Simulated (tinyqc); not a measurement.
Orbital energy against energy difference: ionisation energy by orbital energies and by energy differences in the 6-31g basis, for LiH, spin multiplicity 1. Computed by the program tinyqc with PySCF. 

Geometry (angstrom):

| atom | x | y | z |
|---|---|---|---|
| Li | 0.0000 | 0.0000 | 0.0000 |
| H | 0.0000 | 0.0000 | 1.5310 |

CCSD(T) difference in the same basis = 7.6697 eV

IP-EOM-CCSD = 7.6697 eV

The cation is unrestricted; errors are against CCSD(T) in this basis, not against experiment.

First vertical ionisation energy (eV):

| method | -e(HOMO) | E(cation) - E | error of -e(HOMO) | error of the difference |
|---|---|---|---|---|
| HF | 8.2777 | 7.167080 | 0.6080 | -0.5026 |
| LDA | 4.4777 | 8.371015 | -3.1921 | 0.7013 |
| PBE | 4.4739 | 8.211828 | -3.1958 | 0.5421 |
| B3LYP | 5.4169 | 8.451425 | -2.2528 | 0.7817 |
| PBE0 | 5.5548 | 8.169406 | -2.1149 | 0.4997 |
| CAM-B3LYP | 6.9634 | 8.432211 | -0.7063 | 0.7625 |
| LC-wPBE | 8.2813 | 8.246030 | 0.6115 | 0.5763 |

Koopmans errs by +0.61 eV and Delta-HF by -0.50 eV: relaxation, 1.11 eV, lowers the value and the missing correlation difference works against it. The PBE level is off by -3.2 eV through the wrong tail of its potential, though its energy difference is off by +0.54 eV; exact exchange deepens the level, and among the orbital energies HF comes closest; among the differences PBE0 does.
